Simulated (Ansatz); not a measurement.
A made-up structure of CH2N (charge +1), closed shell:

```
atom    x (Å)    y (Å)    z (Å)
  C1  -0.2605   0.4430  -0.2716
  N2   0.2454  -0.4171   0.2556
  H3   0.7027  -1.1944   0.7321
  H4  -0.7360   1.2508  -0.7666
```

It is relaxed with PBE-D4/def2-SVP and then PBE0-D4/def2-TZVP (Ansatz 0.2.0). Atoms count as bonded within 1.22 times the sum of their covalent radii (H–H: 0.88 Å). The end point is not checked to be a true minimum.

Does its bonding change? (A judgement: the text doesn't fix the answer.)

Computed: No: no bond forms or breaks.

Where it ends: The first stage lowers the energy by 0.07 eV in 3 steps. It ends as CH₂N ([CH][NH]), total charge +1:
C1  (-0.257, 0.438, -0.268)
N2  (0.249, -0.422, 0.259)
H3  (0.704, -1.196, 0.733)
H4  (-0.743, 1.263, -0.774)
(Å)

Labels in which every atom is bracketed show which atoms are joined, not bond orders.

For scale, one of the runs: PBE0-D4/def2-TZVP relaxation, 74 basis functions, launched by `ansatz run in.yaml --threads 2 --pin off --events-out ev --progress --plain --max-ram 4352MiB`. Hardware: 2 CPU threads of an Arm Neoverse V2, shared host. Wall time about 2.3 s.
